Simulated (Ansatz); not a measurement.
Rock-salt MgS was calculated with LC-ωPBE in Ansatz (PAW).

Numerical settings: plane-wave cutoff 520 eV, 10×10×10 k mesh, scalar-relativistic PAW data made under PBE.

Computed at the level's own relaxed cell.

Elastic tensor (GPa, Voigt notation, ions relaxed):

```
  165.0    47.4    47.4     0.0     0.0     0.0
   47.4   165.0    47.4     0.0     0.0     0.0
   47.4    47.4   165.0     0.0     0.0     0.0
    0.0     0.0     0.0    62.1     0.0     0.0
    0.0     0.0     0.0     0.0    62.1     0.0
    0.0     0.0     0.0     0.0     0.0    62.1
```

Worked from these constants: the tetragonal shear constant is C′ = (C11 − C12)/2 = 58.8 GPa against C44 = 62.1 GPa, so the tetragonal shear is the softer. The Zener ratio C44/C′ is 1.06 (1 for an isotropic solid), and the Cauchy pressure C12 − C44 is -14.7 GPa. With C11 + 2C12 = 259.8 GPa all three Born conditions hold; they don't test modes at the zone boundary.

Computed values are for the static lattice.

Ansatz is a first-principles code.
